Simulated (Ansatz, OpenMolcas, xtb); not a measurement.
A ladder of methods for C4H9Cl (SMILES CCCCCl)

C4H9Cl: 14 atoms, total charge 0, spin state singlet. As SMILES, `CCCCCl`. Geometry: relaxed at PBE0-D4/def2-TZVP. This is one conformer, not always the lowest.

Each level gives the atomisation enthalpy at 298 K (kJ/mol). The values are calculated. The thermal term (zero-point and 298 K enthalpy, harmonic and unscaled) is that of PBE0-D4/def2-TZVP; the spin-orbit lowering of the free atoms at 298 K, 3.5 kJ/mol by their spectra, is taken off.

**What was measured.** CRC Handbook of Chemistry and Physics gives the atomisation enthalpy at 298 K of the gas as 5105 kJ/mol.

```json
{"level": "GFN0-xTB", "kind": "semi-empirical", "program": "xtb", "value (kJ/mol)": "5220", "computed − measured": "+115"}
{"level": "HF/6-31G* (spherical functions)", "kind": "Hartree–Fock", "program": "OpenMolcas", "value (kJ/mol)": "3794", "computed − measured": "-1311"}
{"level": "SVWN5/6-31G* (spherical functions)", "kind": "LDA", "program": "Ansatz", "value (kJ/mol)": "5849", "computed − measured": "+744"}
{"level": "PBE/6-31G* (spherical functions)", "kind": "GGA", "program": "OpenMolcas", "value (kJ/mol)": "5199", "computed − measured": "+94"}
{"level": "revPBE/6-31G* (spherical functions)", "kind": "GGA", "program": "OpenMolcas", "value (kJ/mol)": "5025", "computed − measured": "-80"}
{"level": "M06-L/6-31G* (spherical functions)", "kind": "meta-GGA", "program": "OpenMolcas", "value (kJ/mol)": "5069", "computed − measured": "-36"}
{"level": "M06-2X/6-31G* (spherical functions)", "kind": "hybrid meta-GGA", "program": "OpenMolcas", "value (kJ/mol)": "5111", "computed − measured": "+6"}
{"level": "wB97M-V/6-31G* (spherical functions)", "kind": "range-separated hybrid", "program": "Ansatz", "value (kJ/mol)": "5174", "computed − measured": "+69"}
{"level": "B2PLYP/6-31G* (spherical functions)", "kind": "double hybrid", "program": "Ansatz", "value (kJ/mol)": "4953", "computed − measured": "-152"}
{"level": "CCSD(T)/6-31G* (spherical functions)", "kind": "coupled cluster or CI", "program": "Ansatz", "value (kJ/mol)": "4657", "computed − measured": "-448"}
```

Nearest: M06-2X/6-31G* (spherical functions) (+6 kJ/mol); farthest: HF/6-31G* (spherical functions) (-1311 kJ/mol). Computed less measured by kind, in kJ/mol (6-31G* rows): semi-empirical +115; Hartree–Fock -1311; LDA +744; GGA -80 to +94; meta-GGA -36; global hybrid +6; range-separated hybrid +69; double hybrid -152; coupled cluster or CI -448. In a finite basis correlated wave-function methods underbind, so their errors here aren't those of the basis-set limit. The xTB rows lack spin polarisation, so open shells miss the exchange term that lowers them.
